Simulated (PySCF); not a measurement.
Excitations are Tamm–Dancoff values on a coarser integration grid. The basis has no diffuse functions, so Rydberg states are missing or too high.

Cartesian coordinates (Å):
SMILES: SC
```xyz
6

C     -0.4931    -0.0714    -0.0013
S      1.1604     0.0878    -0.7525
H     -1.1823    -0.2582    -0.8231
H     -0.7888     0.8466     0.5022
H     -0.5348    -0.9114     0.6888
H      1.8385     0.3066     0.3858
```
Charge 0, multiplicity 1.

**Question.** What is the computed S1–T1 gap (TDA), T1 excitation (TDA), LUMO, brightest of the four lowest singlets (TDA) and HOMO–LUMO gap (ωB97X-D3(BJ)/def2-TZVP // B3LYP-D3(BJ)/def2-TZVP run with PySCF 2.14.0)?

**Answer.** 
The S1–T1 gap (TDA) is 0.48 eV and the T1 excitation (TDA) is 5.18 eV. The LUMO is 2.52 eV and the brightest of the four lowest singlets (TDA) is 8.86 eV. The HOMO–LUMO gap is 11.79 eV.
